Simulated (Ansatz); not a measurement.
**A computed series for C: pressure series**

The reference is C in the diamond structure (space group Fd-3m, No. 227).

```
CELL_PARAMETERS angstrom
      0.00000     1.78014     1.78014
      1.78014     0.00000     1.78014
      1.78014     1.78014     0.00000
ATOMIC_POSITIONS crystal
  C  0.00000 0.00000 0.00000
  C  0.25000 0.25000 0.25000
```

Cell and atoms are relaxed at each pressure.

Calculations: Ansatz (a program for electronic structure) r2SCAN, no spin-orbit coupling.

| pressure (GPa) | volume per atom (Å³/atom) |
|---|---|
| -2 | 5.666 |
| -1 | 5.654 |
| 0 | 5.641 |
| 4.2 | 5.590 |
| 9 | ? |
| 18 | 5.434 |
| 30 | 5.314 |
| 45 | 5.179 |
| 60 | 5.057 |

**Question.** Fit the third-order Birch–Murnaghan form P(V) = (3B₀/2)[(V₀/V)^(7/3) − (V₀/V)^(5/3)]·[1 + (3/4)(B₀′ − 4)((V₀/V)^(2/3) − 1)] (squares taken in P) to the rows shown and predict the withheld row.

**Answer.** Least squares on the printed values gives V₀ = 5.641 Å³/atom, B₀ = 451 GPa, B₀′ = 3.6; this predicts 5.533 Å³/atom, and the run gives 5.533 Å³/atom, in agreement.

Measured bulk modulus of C: 454.7 GPa (static lattice; corrected from measurement; as listed in Daniel Mejia-Rodriguez, S. B. Trickey, Phys. Rev. B (2018)); the computed value is 1 % below it.

Load acts through the strain it causes; cell and atoms are relaxed under it. Stability against distortions was not tested. No other phases were tried under pressure.
